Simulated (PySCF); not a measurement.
Compound: C₅H₁₀S.
Z-matrix (Å and degrees, GFN2-xTB geometry), rows numbered from 1:
```
C 
S   1  1.8169
C   2  1.7959  1   98.55
C   3  1.4982  2  118.57  1   156.90
C   4  1.4990  3   60.24  2  -111.35
C   5  1.5067  3  121.16  4  -108.30
H   1  1.0867  2  109.34  3    60.49
H   1  1.0848  2  106.91  3   179.65
H   1  1.0856  2  109.55  3   -60.90
H   3  1.0832  2  111.42  1   -60.44
H   4  1.0797  3  118.38  5  -109.99
H   4  1.0794  3  116.99  5   107.54
H   5  1.0850  3  115.37  4   107.55
H   6  1.0888  5  110.19  3   148.09
H   6  1.0891  5  110.76  3   -92.22
H   6  1.0875  5  110.26  3    28.17
```

PySCF, density fitting, gas phase, GFN2-xTB geometry. The standard run uses grid level 2 after a coarse-grid start, the def2-universal JK fitting basis (with tight functions added where the orbital basis needs them), an energy threshold of 1e-9 Eh and DIIS. The changed runs have no coarse-grid stage.

Q: Standard PBE0/def2-SVPD: E = -594.083947 Eh, HOMO -6.220 eV, LUMO 0.518 eV, dipole 1.707 D, 12 cycles (coarse-grid cycles included). What changes at PBE0/def2-SVPD with: start guess sap?

A: E = -594.083947 Eh (0.000 mEh), HOMO -6.220 eV (0.000), LUMO 0.518 eV (0.000), dipole 1.707 D (0.000), 15 SCF cycles. The result matches the standard run within 0.02 mEh and 0.003 eV; such settings steer the iterations and don't enter the energy expression.

The cycles:
```
cycle   1  E = -556.8349793483  dE =  3.142e+01  |g| = 7.415e+00  |ddm| = 4.101e+02
cycle   2  E = -514.8752659692  dE =  4.196e+01  |g| = 1.258e+01  |ddm| = 4.466e+02
cycle   3  E = -582.4663168976  dE = -6.759e+01  |g| = 5.349e+00  |ddm| = 1.784e+02
cycle   4  E = -585.2345015815  dE = -2.768e+00  |g| = 4.156e+00  |ddm| = 2.783e+01
cycle   5  E = -593.4424786723  dE = -8.208e+00  |g| = 1.416e+00  |ddm| = 1.746e+01
cycle   6  E = -593.9794934583  dE = -5.370e-01  |g| = 6.228e-01  |ddm| = 4.344e+00
cycle   7  E = -594.0679682403  dE = -8.847e-02  |g| = 2.436e-01  |ddm| = 1.361e+00
cycle   8  E = -594.0818515046  dE = -1.388e-02  |g| = 8.085e-02  |ddm| = 5.170e-01
cycle   9  E = -594.0835950494  dE = -1.744e-03  |g| = 3.464e-02  |ddm| = 2.011e-01
cycle  10  E = -594.0839213276  dE = -3.263e-04  |g| = 9.573e-03  |ddm| = 1.097e-01
cycle  11  E = -594.0839455913  dE = -2.426e-05  |g| = 2.456e-03  |ddm| = 2.466e-02
cycle  12  E = -594.0839470015  dE = -1.410e-06  |g| = 4.492e-04  |ddm| = 5.374e-03
cycle  13  E = -594.0839470504  dE = -4.884e-08  |g| = 1.341e-04  |ddm| = 1.074e-03
cycle  14  E = -594.0839470548  dE = -4.384e-09  |g| = 4.210e-05  |ddm| = 3.314e-04
cycle  15  E = -594.0839470552  dE = -4.463e-10  |g| = 9.103e-06  |ddm| = 1.115e-04
```
